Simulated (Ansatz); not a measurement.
# HNO₃: small, medium and large basis sets

An exercise on one series of results from a longer session: the logs are not shown, and one member is left open.

Method: one geometry, several basis sets; program: Ansatz 0.2.0, Gaussian basis.

Plan: PBE0-D4/def2-SVP; ωB97M-V/def2-SVP; PBE0-D4/def2-QZVPP; ωB97M-V/def2-QZVPP; the functionals' def2-TZVPP values are taken from earlier runs.

### The geometry

The geometry comes from an earlier relaxation with PBE0-D4 in a triple-zeta def2 set; it is a stationary point.

SMILES `O=[N+]([O-])O`, 5 atoms, charge 0, spin multiplicity 1.

Atoms are counted from 1 here; the program's logs count them from 0.

Bond lengths: O1–N2 1.186 Å, N2–O3 1.201 Å, N2–O4 1.385 Å, O4–H5 0.970 Å. Angles: O1–N2–O3 130.2°, O1–N2–O4 114.2°, O3–N2–O4 115.7°, N2–O4–H5 103.1°.

The first run:

File in.yaml:

```yaml
crystal:
  periodic: [false, false, false]
  atoms:
    - {symbol: O, position_ang: [1.317858, -0.315824, 0.746459]}
    - {symbol: N, position_ang: [0.253096, -0.279661, 0.226215]}
    - {symbol: O, position_ang: [-0.596391, -1.123918, 0.141468]}
    - {symbol: O, position_ang: [-0.044118, 0.932984, -0.373944]}
    - {symbol: H, position_ang: [-0.930444, 0.786409, -0.740187]}
basis:
  gaussian: {orbitals: def2-SVP}
hamiltonian: {xc: pbe0, dispersion: d4}
output: {orbitals: {seedname: orbitals}}
```

Command:

```console
ansatz run in.yaml --threads 4 --pin off --events-out ev --progress --plain --max-ram 10444MiB
```

Steps of the session up to this table: PBE0-D4 in def2-SVP; ωB97M-V in def2-SVP; PBE0-D4 in def2-QZVPP; ωB97M-V in def2-QZVPP.

One of the session's tables, all rows but one given; the rest of the session is left out.

```
functional       basis  HOMO (eV)
   PBE0-D4    def2-SVP      -9.32
   PBE0-D4  def2-TZVPP      -9.50
   PBE0-D4  def2-QZVPP          ?
   ωB97M-V    def2-SVP     -11.76
   ωB97M-V  def2-TZVPP     -11.99
   ωB97M-V  def2-QZVPP     -12.04
```

Q: Estimate the row for PBE0-D4, def2-QZVPP from the others.

**Answer.** HOMO (eV): -9.55. In the column «HOMO (eV)» it lies between ωB97M-V, def2-SVP (-11.76) and PBE0-D4, def2-TZVPP (-9.50).
